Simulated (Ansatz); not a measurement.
Geometry optimisation, Ansatz, RHF/def2-TZVP.

input.yaml

```yaml
crystal:
  periodic: [false, false, false]
  atoms:
    - { symbol: Al, position_ang: [0.030534, 0.31765, 0.264346] }
    - { symbol: C, position_ang: [0.060083, 0.445323, 2.22578] }
    - { symbol: H, position_ang: [-0.863269, 0.06981, 2.658417] }
    - { symbol: H, position_ang: [0.883356, -0.129684, 2.641697] }
    - { symbol: H, position_ang: [0.180884, 1.467078, 2.584028] }
    - { symbol: H, position_ang: [1.379802, 0.184895, -0.558122] }
    - { symbol: H, position_ang: [-1.332974, 0.435928, -0.535739] }
    - { symbol: Si, position_ang: [-0.411427, -3.081726, 1.064138] }
    - { symbol: H, position_ang: [-0.910917, -3.39545, -0.28317] }
    - { symbol: H, position_ang: [0.859031, -3.779021, 1.319921] }
    - { symbol: H, position_ang: [-1.412506, -3.435658, 2.08297] }
    - { symbol: H, position_ang: [-0.169598, -1.633047, 1.186434] }
basis:
  gaussian: { orbitals: def2-TZVP }
hamiltonian:
  xc: hf
relax:
  f_tol: 0.03
  max_steps: 50
```

Run as:

```bash
$ ansatz run input.yaml --threads 4 --pin off --max-ram 5120MiB --backend cpu --events-out ev --progress --plain --runs-dir out
```

Problem. Where does it end, and by what steps?

Solution. It converged. The force dipped under the threshold on the way, but the program's further checks kept it going. After 13 steps the energy has fallen by 0.226 eV; H4 moved furthest, 0.81 Å.

| step | energy less start (eV) | largest force component (eV/Å) | accepted |
| --- | --- | --- | --- |
| 0 | 0.0000 | 0.625 | yes |
| 1 | -0.1408 | 0.168 | yes |
| 2 | -0.1917 | 0.423 | yes |
| 3 | -0.2077 | 0.239 | yes |
| 4 | -0.2132 | 0.188 | yes |
| 5 | -0.2197 | 0.062 | yes |
| 6 | -0.2205 | 0.108 | yes |
| 7 | -0.2221 | 0.052 | yes |
| 8 | -0.2232 | 0.046 | yes |
| 9 | -0.2244 | 0.103 | yes |
| 10 | -0.2250 | 0.069 | yes |
| 11 | -0.2256 | 0.025 | yes |
| 12 | -0.2261 | 0.027 | yes |
| 13 | -0.2264 | 0.027 | yes |

```xyz
12
Properties=species:S:1:pos:R:3
Al -0.035 0.230 0.526
C 0.151 0.967 2.337
H -0.687 0.709 2.979
H 1.065 0.640 2.825
H 0.191 2.056 2.289
H 1.241 -0.014 -0.382
H -1.468 0.042 -0.124
Si -0.440 -3.450 0.830
H -0.697 -3.402 -0.618
H 0.648 -4.393 1.135
H -1.663 -3.816 1.565
H -0.013 -2.103 1.290
```

Whether the end is a true minimum wasn't checked by a vibrational analysis.

Time of the run: 6.2 s on 4 threads of AMD EPYC 9R45 96-Core Processor (Zen 5), with other jobs on the host, peak memory 0.36 GiB.
